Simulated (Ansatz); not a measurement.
Gas-phase electronic energies from Ansatz, PBE0-D4/def2-TZVP geometries. CCSD(T)/CBS adds triple-zeta CCSD(T) − MP2 to the extrapolated MP2 energy (def2 sets, frozen cores). This one scheme is used for every species. DFT in def2-TZVPP. B3LYP here is the variant with VWN-RPA as its local correlation; programs differ in this. Each species was taken in one conformer, which may not be the lowest.

`CNC(C)N` + H₂O → `CNC(N)O` + CH₄  (formal hydrolysis of a C–C bond)

`CNC(C)N`:

Cartesian coordinates in Å:
```
C -0.440 -0.552 -1.894
N -0.470 -0.731 -0.457
C 0.078 0.378 0.290
C -0.317 0.234 1.752
N 1.510 0.402 0.054
H 0.595 -0.437 -2.216
H -0.999 0.334 -2.239
H -0.857 -1.435 -2.382
H -1.413 -0.917 -0.144
H -0.305 1.347 -0.082
H 0.118 1.040 2.346
H -1.404 0.272 1.883
H 0.043 -0.722 2.143
H 1.930 1.215 0.486
H 1.932 -0.427 0.459
```

H₂O:

Cartesian coordinates in Å:
```
O 0.223 0.269 0.172
H 0.033 0.179 -0.765
H -0.255 -0.448 0.593
```

`CNC(N)O`:

```xyz
13

C    -1.309    0.748   -0.966
N     0.080    0.421   -0.697
C     0.268   -0.521    0.362
N     1.634   -0.935    0.547
O    -0.189    0.031    1.582
H    -1.836    1.195   -0.114
H    -1.361    1.434   -1.813
H    -1.841   -0.165   -1.250
H     0.605    1.263   -0.483
H    -0.324   -1.412    0.106
H     1.984   -1.358   -0.304
H     2.210   -0.125    0.751
H     0.079   -0.577    2.279
```

CH₄:

```xyz
5

C     0.000    0.000    0.000
H     0.845   -0.195    0.660
H    -0.263   -0.914   -0.532
H     0.271    0.773   -0.718
H    -0.852    0.335    0.590
```

CCSD(T)/CBS gives +3.7 kJ/mol.

Q: Another level gave -2.2 kJ/mol. Which?
A. CCSD/def2-TZVPP
B. ωB97X-V/def2-TZVPP
C. B3LYP/def2-TZVPP
D. MP2/def2-TZVPP

A: A. CCSD/def2-TZVPP -2.2, B3LYP -12.4, ωB97X-V -8.1, MP2/def2-TZVPP 3.4 kJ/mol.

Largest T1 diagnostic among the species: 0.010.

In def2-TZVPP, CCSD(T) changes the Hartree–Fock value by +13.7 kJ/mol (the triples alone add +0.5 kJ/mol) and MP2 by +18.9 kJ/mol. The D4 term adds +4.9 kJ/mol with B3LYP and +2.8 kJ/mol with PBE0; it sums over pairs of atoms, weighted by their polarisabilities, and B3LYP, whose exchange is more repulsive, gets the larger term.
